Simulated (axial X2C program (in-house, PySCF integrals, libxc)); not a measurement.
# A two-component session on PB: properties at the nuclei

Wanted for PB: properties at the nuclei, at the two-component level.

Computed with an in-house X2C program for linear molecules on PySCF integrals. Level: two-component X2C with atomic mean-field terms, P dyall-v3z, B dyall-v3z.

All values are calculated.

### 1 The job

Input file task.json:

```json
{"zs": [15, 5], "q": 0, "bas": ["dyall-v3z", "dyall-v3z"], "r0": 1.8, "levels": ["PBE0", "HF", "BP86", "BHandHLYP", "PBE"], "nst": 3}
```

Keys: zs atomic numbers; q charge; bas basis sets; r0 starting distance in Å; levels methods (HF also brings MP2); nst determinants followed.

Started as:

```console
> python soeom.py task.json out
```

After this run come: Expectation values, lowest determinant; Expectation values, a higher determinant; Expectation values, a higher determinant.

**Question.** What will these runs give? Wanted: lowest determinant; Eeff magnitude; Ws magnitude P; A∥/gI P; qzz P; higher determinant (for each run or level that gives them).

The runs gave:

| quantity | value |
| --- | --- |
| lowest determinant | Ω = 2 (excess of +ω over −ω: ω = 1/2, ω = 3/2) |
| Eeff magnitude (GV/cm), PBE0 | 0.0485 |
| Ws magnitude P (kHz), PBE0 | 0.0079 |
| A∥/gI P (MHz), PBE0 | 109 |
| qzz P (a.u.), PBE0 | -1.05 |
| higher determinant | Ω = 1 (excess of +ω over −ω: ω = -1/2, ω = 3/2) |
| Eeff magnitude (GV/cm), PBE0, higher determinant | 0.0324 |
| Ws magnitude P (kHz), PBE0, higher determinant | 0.00951 |
| A∥/gI P (MHz), PBE0, higher determinant | 118 |
| qzz P (a.u.), PBE0, higher determinant | -0.94 |
| higher determinant | Ω = 1 (excess of +ω over −ω: 2 × ω = 1/2) |
| Eeff magnitude (GV/cm), PBE0, higher determinant | 0.0347 |
| Ws magnitude P (kHz), PBE0, higher determinant | 0.0105 |
| A∥/gI P (MHz), PBE0, higher determinant | 294 |
| qzz P (a.u.), PBE0, higher determinant | -0.95 |

What this shows: In the first state, the effective field runs from 0.0411 to 0.0574 GV/cm over the mean-field levels. The expectation values come from single determinants, which for open shells can mix terms of unlike spin or miss the lowest Ω, so a determinant need not be a state. Eeff is the effective electric field on the electron dipole moment in this Ω state and Ws the scalar–pseudoscalar constant (defined with the proton number Z and per Ω); A∥ is the parallel hyperfine constant, which follows by multiplying with the nuclear g factor gI = μI/(I μN); qzz is the electric field gradient, eQq0 = 234.96 MHz × Q/barn × qzz; μ is positive if B is the positive end. The operators were transformed with the bare-nucleus X2C matrices.
